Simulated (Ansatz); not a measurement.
**NH$_{3}$, singlet: the ladder up to RCCSDTQ**

Geometry: displaced at random from a stationary point.

```yaml
atoms:
  - { symbol: N, position_ang: [0.0009, -0.0005, -0.0614] }
  - { symbol: H, position_ang: [0.9383, -0.0036, 0.3078] }
  - { symbol: H, position_ang: [-0.4349, 0.8509, 0.2570] }
  - { symbol: H, position_ang: [-0.5158, -0.8403, 0.2887] }
```

Basis cc-pVDZ; Ansatz 0.2.0. Correlated methods freeze the noble-gas cores, which leaves 8 electrons in 28 orbitals. Prefix R: restricted or restricted open-shell reference. Active spaces: valence = (8e, 7o) chosen from the atoms' valence shells.

Full CI isn't at hand for all of this; RCCSDTQ serves as the reference, and is uncertain by the last step of the cluster series or more.

* UHF ⟨S²⟩: 0.000
* T1 diagnostic (RCCSD): 0.0054
* largest doubles amplitude (RCCSD): 0.050

```json
{"level": "RHF", "E − E(RCCSDTQ) (kJ/mol)": "544.2", "share of correlation (%)": "0.00", "wall time": "–"}
{"level": "RMP2", "E − E(RCCSDTQ) (kJ/mol)": "54.3", "share of correlation (%)": "90.03", "wall time": "–"}
{"level": "CISD", "E − E(RCCSDTQ) (kJ/mol)": "34.1", "share of correlation (%)": "93.74", "wall time": "0.45 s"}
{"level": "RCCSD", "E − E(RCCSDTQ) (kJ/mol)": "11.5", "share of correlation (%)": "97.89", "wall time": "–"}
{"level": "RCCSD(T)", "E − E(RCCSDTQ) (kJ/mol)": "1.6", "share of correlation (%)": "99.71", "wall time": "0.21 s"}
{"level": "BCCD(T)", "E − E(RCCSDTQ) (kJ/mol)": "1.6", "share of correlation (%)": "99.71", "wall time": "0.27 s"}
{"level": "RCCSDT", "E − E(RCCSDTQ) (kJ/mol)": "0.9", "share of correlation (%)": "99.84", "wall time": "–"}
{"level": "RCCSDT(Q)", "E − E(RCCSDTQ) (kJ/mol)": "0.0", "share of correlation (%)": "100.01", "wall time": "1.7 s"}
{"level": "CASSCF (valence space)", "E − E(RCCSDTQ) (kJ/mol)": "350.8", "share of correlation (%)": "35.54", "wall time": "–"}
{"level": "NEVPT2 (valence space)", "E − E(RCCSDTQ) (kJ/mol)": "69.2", "share of correlation (%)": "87.28", "wall time": "2 s"}
{"level": "MRCISD (valence space)", "E − E(RCCSDTQ) (kJ/mol)": "12.6", "share of correlation (%)": "97.69", "wall time": "–"}
{"level": "MRCISD+Q (valence space)", "E − E(RCCSDTQ) (kJ/mol)": "-0.6", "share of correlation (%)": "100.12", "wall time": "3 s"}
```

The correlation energy at RCCSDTQ, counted from RHF, is -5.641 eV. That run took 62 s on 1 thread of Arm Neoverse N1, shared host.

Times hold each run's SCF and search for its determinant on a shared host, so for small cases they say little of a method's own cost; they ran on 1 thread of Arm Neoverse N1.

Natural occupations of CASSCF (valence space) about the gap: 1.999 1.980 1.979 1.977 0.024 0.021 0.021; effectively unpaired electrons, Σ n²(2−n)², 0.01.
